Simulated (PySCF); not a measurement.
Species: C5H12O.
Bonds: C1–C2, C2–C3, C3–O4, C3–C5, C5–C6. Hydrogens: H7, H8, H9 on C1; H10, H11 on C2; H12 on C3; H13 on O4; H14, H15 on C5; H16, H17, H18 on C6.

Computed by this run: PBE0-D3(BJ)/def2-TZVP geometry optimisation, gas phase in PySCF; density fitting, grid level 2; the optimiser is geomeTRIC in internal coordinates, started from a GFN2-xTB structure with every atom displaced at random (about 0.01 Å).

Step 0: E = -7422.4106 eV
```
atom  x, y, z in Å  |  force x, y, z in eV/Å
C1      2.4297   -0.6169   -0.5130   -0.769   1.586  -0.241
C2      0.9231   -0.6327   -0.8245    0.502   0.220   0.929
C3      0.0926    0.1847    0.1886    0.725  -0.761  -0.445
O4      0.3205   -0.3299    1.4961   -0.191   0.576  -0.054
C5     -1.3794    0.2038   -0.2037    0.044   0.399   1.278
C6     -2.1861    1.0974    0.7454    0.166  -0.216  -0.272
H7      2.9822   -1.2403   -1.1889    0.350  -0.353  -0.371
H8      2.6182   -0.9067    0.5032    0.065  -0.338   0.524
H9      2.8011    0.4329   -0.6020   -0.094  -0.688  -0.058
H10     0.7445   -0.2352   -1.8122   -0.092   0.045  -0.507
H11     0.5751   -1.6687   -0.7969   -0.201  -0.075  -0.114
H12     0.5036    1.2000    0.2427   -0.177   0.040  -0.133
H13    -0.0514   -1.2065    1.5209   -0.172  -0.499   0.070
H14    -1.4780    0.5815   -1.2083   -0.007  -0.009  -0.569
H15    -1.7723   -0.8222   -0.1651    0.063   0.075  -0.152
H16    -1.8646    2.1407    0.6644   -0.066  -0.054  -0.045
H17    -2.0254    0.7887    1.7757   -0.041  -0.038   0.129
H18    -3.2500    1.0363    0.5212   -0.105   0.090   0.031
```

Step 1: E = -7422.4554 eV
```
atom  x, y, z in Å  |  force x, y, z in eV/Å
C1      2.4096   -0.6602   -0.5112    0.132   0.152   0.107
C2      0.9193   -0.5616   -0.8259    0.457  -0.396  -0.086
C3      0.1247    0.2384    0.1848   -0.253   0.362   0.099
O4      0.3318   -0.2331    1.5073   -0.146  -0.813  -0.006
C5     -1.3628    0.2364   -0.1721    0.181  -0.026  -0.067
C6     -2.2328    1.0692    0.7512   -0.043  -0.008  -0.067
H7      2.9442   -1.3393   -1.1759   -0.169  -0.181  -0.059
H8      2.5673   -0.9889    0.5168   -0.055  -0.138   0.001
H9      2.9413    0.2892   -0.5921   -0.218   0.259  -0.061
H10     0.7636   -0.1590   -1.8343   -0.020   0.033   0.118
H11     0.5014   -1.5836   -0.8420    0.019   0.150  -0.038
H12     0.4934    1.2791    0.2180   -0.084  -0.227  -0.075
H13     0.1145   -1.1877    1.5187    0.144   0.784  -0.002
H14    -1.4655    0.5717   -1.2128   -0.040  -0.006   0.099
H15    -1.6981   -0.8099   -0.1560   -0.020   0.021  -0.016
H16    -1.9976    2.1343    0.6622   -0.022  -0.038   0.011
H17    -2.0757    0.7783    1.7908    0.004   0.005   0.016
H18    -3.2950    0.9335    0.5160    0.133   0.064   0.026
```

Q: Estimate the geometry and energy of step 2. (The exact step hangs on the optimiser's Hessian estimate; all steps are aligned on step 1, rigid shifts and turns removed.)

A: E = -7422.4908 eV, largest force 0.214 eV/Å
```
atom  x, y, z in Å  |  force x, y, z in eV/Å
C1      2.4116   -0.6365   -0.5065    0.167   0.129   0.035
C2      0.9294   -0.5877   -0.8174    0.016  -0.149   0.017
C3      0.1147    0.2094    0.1879   -0.099   0.085  -0.010
O4      0.3103   -0.2603    1.5128    0.011  -0.149  -0.024
C5     -1.3644    0.2231   -0.1764    0.065  -0.041  -0.024
C6     -2.2091    1.0791    0.7469   -0.023  -0.010   0.016
H7      2.9423   -1.3042   -1.1887   -0.022  -0.014   0.006
H8      2.5840   -0.9785    0.5158   -0.002  -0.036  -0.025
H9      2.8731    0.3528   -0.5944   -0.064  -0.021   0.001
H10     0.7652   -0.1748   -1.8173   -0.027   0.026  -0.005
H11     0.5291   -1.6118   -0.8460   -0.023   0.030   0.001
H12     0.4824    1.2429    0.2136    0.018  -0.012  -0.010
H13     0.0787   -1.1967    1.5274    0.003   0.118   0.014
H14    -1.4663    0.5633   -1.2129   -0.008   0.003   0.010
H15    -1.7231   -0.8150   -0.1613   -0.017   0.007  -0.001
H16    -1.9453    2.1361    0.6567    0.011   0.005   0.002
H17    -2.0574    0.7868    1.7874   -0.003   0.005  -0.001
H18    -3.2717    0.9789    0.5158   -0.002   0.023  -0.002
```

The energy changes by -0.0353 eV. The first-order estimate −F·Δx gives -0.0600 eV and the mean of the old and new forces, exact on a quadratic surface, -0.0355 eV. The step makes an angle of 76° with the force vector and moves no atom by more than 0.093 Å.

What follows is the cost of the whole optimisation. Hardware: Intel Xeon at 2.50 GHz, 2 threads, no GPU, shared host with 64 logical CPUs at a one-minute load of 61. Cost: 9.2 min wall, 16 min CPU, 1.5 GiB resident at most.
